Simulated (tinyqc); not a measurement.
LCCD on RHF in the sto-3g basis, for OH-, spin multiplicity 1, step by step. The basis has no diffuse functions, so it cannot describe the extra electron: this is an exercise in the method, not the real anion. Computed by tinyqc, a small Python program that keeps every step (integrals from PySCF). Settings: charge = -1, multiplicity = 1, basis = sto-3g, method = RHF, energy threshold = 1e-10, iteration cap = 88, orthogonalisation = symmetric, start = Wolfsberg-Helmholz matrix, DIIS depth = 6, amplitude equations = LCCD, DIIS depth for amplitudes = 6, cap on updates = 64. Command: `OMP_NUM_THREADS=1 python tinyqc.py 24392 24393 out.jsonl` (the two numbers bound the seeds that draw the settings). One thread of a shared host (Intel(R) Xeon(R) Processor @ 2.60GHz), about 0.07 s of CPU time with the checks. The early iterations of the SCF are left out here.

## One-electron integrals

Geometry (angstrom):
```
atom,x,y,z
O,0.0000,0.0000,0.0000
H,0.0000,0.0000,1.3750
```

Basis sto-3g: exponents (1/bohr^2) and contraction coefficients of normalised primitives:
```
element,l (shell),exponent,coefficient
O,s (1),130.7093,0.1543
O,s (1),23.8089,0.5353
O,s (1),6.4436,0.4446
O,s (2),5.0332,-0.1000
O,s (2),1.1696,0.3995
O,s (2),0.3804,0.7001
O,p (3),5.0332,0.1559
O,p (3),1.1696,0.6077
O,p (3),0.3804,0.3920
H,s (1),3.4253,0.1543
H,s (1),0.6239,0.5353
H,s (1),0.1689,0.4446
```

Overlap, kinetic and nuclear-attraction integrals over the contracted functions; the nuclear repulsion is the sum of Za Zb / Rab.

nuclear repulsion = 3.078849 hartree

overlap S, lower triangle:
```
,1O 1s,1O 2s,1O 2px,1O 2py,1O 2pz,2H 1s
1O 1s,1.0000
1O 2s,0.2367,1.0000
1O 2px,0.0000,0.0000,1.0000
1O 2py,0.0000,0.0000,0.0000,1.0000
1O 2pz,0.0000,0.0000,0.0000,0.0000,1.0000
2H 1s,0.0203,0.2476,0.0000,0.0000,0.2383,1.0000
```

kinetic energy T (hartree), lower triangle:
```
,1O 1s,1O 2s,1O 2px,1O 2py,1O 2pz,2H 1s
1O 1s,29.0032
1O 2s,-0.1680,0.8081
1O 2px,0.0000,0.0000,2.5287
1O 2py,0.0000,0.0000,0.0000,2.5287
1O 2pz,0.0000,0.0000,0.0000,0.0000,2.5287
2H 1s,-0.0065,0.0072,0.0000,0.0000,0.0665,0.7600
```

nuclear attraction V (hartree), lower triangle:
```
,1O 1s,1O 2s,1O 2px,1O 2py,1O 2pz,2H 1s
1O 1s,-61.0033
1O 2s,-7.2742,-9.4365
1O 2px,0.0000,0.0000,-9.3474
1O 2py,0.0000,0.0000,0.0000,-9.3474
1O 2pz,-0.0075,-0.0944,0.0000,0.0000,-9.3970
2H 1s,-0.6375,-1.6605,0.0000,0.0000,-1.3888,-4.2843
```

core Hamiltonian H = T + V (hartree), lower triangle:
```
,1O 1s,1O 2s,1O 2px,1O 2py,1O 2pz,2H 1s
1O 1s,-32.0001
1O 2s,-7.4422,-8.6284
1O 2px,0.0000,0.0000,-6.8187
1O 2py,0.0000,0.0000,0.0000,-6.8187
1O 2pz,-0.0075,-0.0944,0.0000,0.0000,-6.8683
2H 1s,-0.6440,-1.6532,0.0000,0.0000,-1.3222,-3.5243
```

## Two-electron integrals

Functions are numbered as in S; the eight-fold symmetry (ij|kl) = (ji|kl) = (kl|ij) leaves the list below.

Two-electron integrals (ij|kl) in chemists' order, unique and non-zero (hartree):
```
i,j,k,l,(ij|kl)
1,1,1,1,4.7851
2,1,1,1,0.7414
2,1,2,1,0.1369
2,2,1,1,1.1189
2,2,2,1,0.2566
2,2,2,2,0.8172
3,1,3,1,0.0245
3,2,3,1,0.0378
3,2,3,2,0.1805
3,3,1,1,1.1158
3,3,2,1,0.2567
3,3,2,2,0.8170
3,3,3,3,0.8802
4,1,4,1,0.0245
4,2,4,1,0.0378
4,2,4,2,0.1805
4,3,4,3,0.0474
4,4,1,1,1.1158
4,4,2,1,0.2567
4,4,2,2,0.8170
4,4,3,3,0.7853
4,4,4,4,0.8802
5,1,5,1,0.0245
5,2,5,1,0.0378
5,2,5,2,0.1805
5,3,5,3,0.0474
5,4,5,4,0.0474
5,5,1,1,1.1158
5,5,2,1,0.2567
5,5,2,2,0.8170
5,5,3,3,0.7853
5,5,4,4,0.7853
5,5,5,5,0.8802
6,1,1,1,0.0642
6,1,2,1,0.0118
6,1,2,2,0.0220
6,1,3,3,0.0219
6,1,4,4,0.0219
6,1,5,1,0.0005
6,1,5,2,0.0010
6,1,5,5,0.0221
6,1,6,1,0.0010
6,2,1,1,0.1865
6,2,2,1,0.0435
6,2,2,2,0.1572
6,2,3,3,0.1544
6,2,4,4,0.1544
6,2,5,1,0.0032
6,2,5,2,0.0266
6,2,5,5,0.1627
6,2,6,1,0.0038
6,2,6,2,0.0405
6,3,3,1,0.0042
6,3,3,2,0.0256
6,3,5,3,0.0053
6,3,6,3,0.0053
6,4,4,1,0.0042
6,4,4,2,0.0256
6,4,5,4,0.0053
6,4,6,4,0.0053
6,5,1,1,0.1480
6,5,2,1,0.0349
6,5,2,2,0.1349
6,5,3,3,0.1291
6,5,4,4,0.1291
6,5,5,1,0.0063
6,5,5,2,0.0465
6,5,5,5,0.1463
6,5,6,1,0.0032
6,5,6,2,0.0424
6,5,6,5,0.0492
6,6,1,1,0.3821
6,6,2,1,0.0904
6,6,2,2,0.3771
6,6,3,3,0.3644
6,6,4,4,0.3644
6,6,5,1,0.0071
6,6,5,2,0.0845
6,6,5,5,0.4022
6,6,6,1,0.0080
6,6,6,2,0.1338
6,6,6,5,0.1605
6,6,6,6,0.7746
```

## Orthogonalisation

S = U s U^T; symmetric (Loewdin) form X = U s^(-1/2) U^T, so that X^T S X = 1.

eigenvalues of S: 0.6171  0.8468  1.0000  1.0000  1.1353  1.4008

X, lower triangle:
```
,1O 1s,1O 2s,1O 2px,1O 2py,1O 2pz,2H 1s
1O 1s,1.0223
1O 2s,-0.1259,1.0485
1O 2px,0.0000,0.0000,1.0000
1O 2py,0.0000,0.0000,0.0000,1.0000
1O 2pz,-0.0030,0.0249,0.0000,0.0000,1.0234
2H 1s,0.0137,-0.1369,0.0000,0.0000,-0.1290,1.0490
```

## Iteration 7 (converged): orbitals

converged F (hartree), lower triangle:
```
,1O 1s,1O 2s,1O 2px,1O 2py,1O 2pz,2H 1s
1O 1s,-19.5341
1O 2s,-5.0011,-1.8290
1O 2px,0.0000,0.0000,0.1611
1O 2py,0.0000,0.0000,0.0000,0.1611
1O 2pz,-0.0130,0.0263,0.0000,0.0000,0.5612
2H 1s,-0.4387,-0.3621,0.0000,0.0000,-0.2345,0.1240
```

Diagonalise F' = X^T F X, C = X C', fill 5 alpha and 5 beta electrons from the bottom; D = 2 C_occ C_occ^T. Each column has its largest component positive (the first on a tie).

F' = X^T F X (hartree), lower triangle:
```
,1,2,3,4,5,6
1,-19.1695
2,-2.6350,-0.9055
3,0.0000,0.0000,0.1611
4,0.0000,0.0000,0.0000,0.1611
5,-0.0345,0.0991,0.0000,0.0000,0.6545
6,-0.0141,-0.2419,0.0000,0.0000,-0.3608,0.2824
```

orbital energies (hartree): MO1 -19.5422, MO2 -0.5971, MO3 0.0951, MO4 0.1611, MO5 0.1611, MO6 0.9061

coefficients C:
```
,MO1,MO2,MO3,MO4,MO5,MO6
1O 1s,0.9947,-0.2557,0.0637,0.0000,0.0000,-0.0491
1O 2s,0.0219,0.9842,-0.3204,0.0000,0.0000,0.2505
1O 2px,0.0000,0.0000,0.0000,0.9848,0.1737,0.0000
1O 2py,0.0000,0.0000,0.0000,-0.1737,0.9848,0.0000
1O 2pz,0.0013,-0.0141,0.4610,0.0000,0.0000,0.9229
2H 1s,-0.0031,0.1393,0.7997,0.0000,0.0000,-0.6906
```

D after iteration 7, lower triangle:
```
,1O 1s,1O 2s,1O 2px,1O 2py,1O 2pz,2H 1s
1O 1s,2.1176
1O 2s,-0.5006,2.1434
1O 2px,0.0000,0.0000,2.0000
1O 2py,0.0000,0.0000,0.0000,2.0000
1O 2pz,0.0686,-0.3232,0.0000,0.0000,0.4255
2H 1s,0.0244,-0.2382,0.0000,0.0000,0.7334,1.3178
```

Within a degenerate level the vectors are fixed only up to a rotation; this is one choice.

## Convergence

Stop when the energy changes by less than 1e-10 hartree and every element of the error matrix X^T (F D S - S D F) X is below 3e-06.

Course of the cycle:
```
iteration,E (hartree),change,largest element of the error matrix
1,-73.316538,-,6.25e-01
2,-74.022880,-7.06e-01,9.72e-02
3,-74.029147,-6.27e-03,1.29e-02
4,-74.029251,-1.04e-04,3.10e-04
5,-74.029251,-8.47e-08,3.26e-05
6,-74.029251,-1.44e-09,1.93e-06
7,-74.029251,-2.42e-12,2.83e-10
```

PySCF RHF in the same basis = -74.029251 hartree

Converged in 7 iterations.

## Integrals over molecular orbitals

(pq|rs) = sum C_ip C_jq C_kr C_ls (ij|kl), one index at a time.

one-electron integrals over orbitals h = C^T H C (hartree), lower triangle:
```
,1,2,3,4,5,6
1,-31.9838
2,0.6209,-7.1737
3,-0.1488,0.6038,-4.5913
4,0.0000,0.0000,0.0000,-6.8187
5,0.0000,0.0000,0.0000,0.0000,-6.8187
6,0.1168,-0.5738,-1.6007,0.0000,0.0000,-5.7957
```

Two-electron integrals over orbitals (pq|rs), unique and non-zero (hartree):
```
p,q,r,s,(pq|rs)
1,1,1,1,4.7482
2,1,1,1,-0.4597
2,1,2,1,0.0698
2,2,1,1,1.0765
2,2,2,1,-0.0199
2,2,2,2,0.7569
3,1,1,1,0.1138
3,1,2,1,-0.0175
3,1,2,2,0.0052
3,1,3,1,0.0102
3,2,1,1,-0.1542
3,2,2,1,0.0049
3,2,2,2,-0.0711
3,2,3,1,0.0085
3,2,3,2,0.0955
3,3,1,1,0.6055
3,3,2,1,-0.0045
3,3,2,2,0.5150
3,3,3,1,2.00e-04
3,3,3,2,0.0360
3,3,3,3,0.6100
4,1,4,1,0.0259
4,2,4,1,0.0350
4,2,4,2,0.1642
4,3,4,1,-0.0079
4,3,4,2,-0.0331
4,3,4,3,0.0217
4,4,1,1,1.1154
4,4,2,1,-0.0135
4,4,2,2,0.7827
4,4,3,1,0.0034
4,4,3,2,-0.0860
4,4,3,3,0.4962
4,4,4,4,0.8802
5,1,5,1,0.0259
5,2,5,1,0.0350
5,2,5,2,0.1642
5,3,5,1,-0.0079
5,3,5,2,-0.0331
5,3,5,3,0.0217
5,4,5,4,0.0474
5,5,1,1,1.1154
5,5,2,1,-0.0135
5,5,2,2,0.7827
5,5,3,1,0.0034
5,5,3,2,-0.0860
5,5,3,3,0.4962
5,5,4,4,0.7853
5,5,5,5,0.8802
6,1,1,1,-0.0883
6,1,2,1,0.0132
6,1,2,2,-0.0037
6,1,3,1,0.0079
6,1,3,2,0.0190
6,1,3,3,-0.0022
6,1,4,4,-0.0026
6,1,5,5,-0.0026
6,1,6,1,0.0239
6,2,1,1,0.1123
6,2,2,1,-0.0038
6,2,2,2,0.0575
6,2,3,1,0.0153
6,2,3,2,0.0632
6,2,3,3,0.0046
6,2,4,4,0.0633
6,2,5,5,0.0633
6,2,6,1,0.0257
6,2,6,2,0.1167
6,3,1,1,0.3177
6,3,2,1,-0.0048
6,3,2,2,0.1786
6,3,3,1,-0.0018
6,3,3,2,-0.0913
6,3,3,3,-0.0453
6,3,4,4,0.1894
6,3,5,5,0.1894
6,3,6,1,-0.0073
6,3,6,2,0.0094
6,3,6,3,0.1873
6,4,4,1,0.0060
6,4,4,2,0.0244
6,4,4,3,0.0166
6,4,6,4,0.0381
6,5,5,1,0.0060
6,5,5,2,0.0244
6,5,5,3,0.0166
6,5,6,5,0.0381
6,6,1,1,0.9469
6,6,2,1,-0.0118
6,6,2,2,0.6788
6,6,3,1,0.0080
6,6,3,2,-0.0081
6,6,3,3,0.5798
6,6,4,4,0.6737
6,6,5,5,0.6737
6,6,6,1,0.0073
6,6,6,2,0.0682
6,6,6,3,0.0968
6,6,6,6,0.7025
```

## LCCD: starting amplitudes

t_ij^ab = <ij||ab> / (e_i + e_j - e_a - e_b), whose energy is MP2.

Starting amplitudes (spin orbitals 1a, 1b, ...; amplitudes related by a flip of all spins are not repeated):
```
from,to,t
3a 3b,6a 6b,-0.1155
2a 2b,6a 6b,-0.0388
4a 4b,6a 6b,-0.0256
5a 5b,6a 6b,-0.0256
2a 3b,6a 6b,-0.0041
1a 2b,6a 6b,-0.0012
1a 1b,6a 6b,-0.0006
1a 3b,6a 6b,3.41e-04
```

correlation energy = -0.028259 hartree

## LCCD: amplitude update 1

t_ij^ab D_ij^ab are set to the remaining terms of the spin-orbital equations, evaluated with the old amplitudes; for the doubles these are <ij||ab> + 1/2 <ab||ef> t_ij^ef + 1/2 <mn||ij> t_mn^ab + P(ij)P(ab) <mb||ej> t_im^ae, D the orbital-energy denominators (linear CCD).

Amplitudes after update 1 (spin orbitals 1a, 1b, ...; amplitudes related by a flip of all spins are not repeated):
```
from,to,t
3a 3b,6a 6b,-0.1571
2a 2b,6a 6b,-0.0457
4a 4b,6a 6b,-0.0367
5a 5b,6a 6b,-0.0367
2a 3b,6a 6b,-0.0041
1a 2b,6a 6b,-0.0011
1a 1b,6a 6b,-4.62e-04
1a 3b,6a 6b,2.35e-04
```

correlation energy = -0.037701 hartree

## LCCD: amplitude update 2

As before.

Amplitudes after update 2 (spin orbitals 1a, 1b, ...; amplitudes related by a flip of all spins are not repeated):
```
from,to,t
3a 3b,6a 6b,-0.1727
2a 2b,6a 6b,-0.0454
4a 4b,6a 6b,-0.0427
5a 5b,6a 6b,-0.0427
2a 3b,6a 6b,-0.0034
1a 2b,6a 6b,-0.0010
1a 1b,6a 6b,-4.28e-04
1a 3b,6a 6b,1.75e-04
```

correlation energy = -0.041029 hartree

## LCCD: convergence

E_corr = 1/4 sum <ij||ab> t_ij^ab; stop when the norm of the change is below 1e-8.

Course of the amplitude iterations:
```
update,correlation energy (hartree),norm of the change
0,-0.028259,-
1,-0.037701,9.01e-02
2,-0.041029,3.55e-02
3,-0.043159,1.63e-02
4,-0.043230,5.04e-03
5,-0.043249,1.28e-03
6,-0.043249,8.31e-05
7,-0.043249,4.10e-07
8,-0.043249,7.69e-09
```

Converged amplitudes (spin orbitals 1a, 1b, ...; amplitudes related by a flip of all spins are not repeated):
```
from,to,t
3a 3b,6a 6b,-0.1825
4a 4b,6a 6b,-0.0549
5a 5b,6a 6b,-0.0549
2a 2b,6a 6b,-0.0410
2a 3b,6a 6b,-0.0026
1a 2b,6a 6b,-0.0009
1a 1b,6a 6b,-4.05e-04
1a 3b,6a 6b,1.22e-04
```

LCCD total energy = -74.072500 hartree

Converged in 8 updates, with DIIS from the third.
